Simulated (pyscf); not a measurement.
Elementary routes open to hydrogen fluoride (HF) + F–C:–Cl [singlet] in the gas phase (singlet surface):
A. F–CH(F)–Cl (F–H broken; C–F, C–H formed)
B. difluorocarbene (F–C:–F) [singlet] + hydrogen chloride (HCl) (F–H, C–Cl broken; C–F, Cl–H formed)

Single points on ωB97X-D3(BJ)/def2-SVP structures (PySCF, gas phase). Correlated levels are frozen-core, on RHF or UHF. ΔMP2 is the change of the MP2 total energy from the triple- to the quadruple-zeta basis.

Task: Rank the routes by free-energy barrier at 298 K, lowest first, for CCSD(T)/def2-TZVPP + ΔMP2(QZVPP) energies (ideal gas, 1 atm, RRHO with modes under 100 cm⁻¹ raised to 100, one conformer, R ln 2 for rigid chiral ones).

Result: A (1.07 eV), B (1.59 eV)

Route A is the fastest of these, ahead of the next by 0.52 eV. The most stable products are those of A (ΔG = -2.01 eV), so kinetics and thermodynamics agree. At 1200 K A is still the fastest. A: On the reactant side the descent ends in a complex, 0.35 eV under the separated species and 0.83 eV under the saddle at ωB97X-D3(BJ)/def2-TZVP. Only these routes are compared; each barrier is that of the saddle found, and lower ones may exist. The CCSD(T) − MP2 part came from Ansatz, without density fitting, on the same reference.
